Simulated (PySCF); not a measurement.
PO: energy against distance

Set-up: basis P pcseg-1, O pcseg-1; no relativity; PySCF 2.14. Energies in eV from P + O in their ground configurations at the same level. State: ²Π (doublet), unpaired electrons π ↑.

Curves on a restricted Hartree–Fock reference rise too fast on stretching and do not dissociate correctly.

| R (Å) | ROHF-SCS-MP2 |
| --- | --- |
| 1.287 | -3.035 |
| 1.347 | -4.210 |
| 1.407 | -4.882 |
| 1.452 | -5.144 |
| 1.497 | -5.251 |
| 1.542 | -5.239 |
| 1.602 | -5.086 |
| 1.677 | -4.746 |
| 1.766 | -4.208 |
| 1.886 | -3.380 |

**Question.** Put a parabola through the three lowest points of the ROHF-SCS-MP2 curve and estimate Re, k and ωe (reduced mass 10.55 u; 1 eV/Å² = 0.16022 mdyn/Å; ωe = 1302.8·√(k/μ) cm⁻¹).

**Answer.** Through R = 1.452, 1.497, 1.542 Å the second-order coefficient is 29.4 eV/Å², so Re ≈ 1.515 Å, k ≈ 9.42 mdyn/Å and ωe ≈ 1231 cm⁻¹. A polynomial fit of higher order to the unrounded ROHF-SCS-MP2 energies gives Re = 1.514 Å, k = 8.50 mdyn/Å, ωe = 1169 cm⁻¹; anharmonicity and rounding make the difference.

The higher-order fit for each curve: ROHF-SCS-MP2: Re = 1.514 Å, ωe = 1169 cm⁻¹, De = 5.26 eV.

Correlated steps freeze 6 core orbitals. Correlated levels converge slowly with the basis: in double zeta they bind strong bonds too weakly, by up to about 1 eV, and carry superposition errors of some tenths. The state was picked by a PBE0 search and need not be the measured ground state.
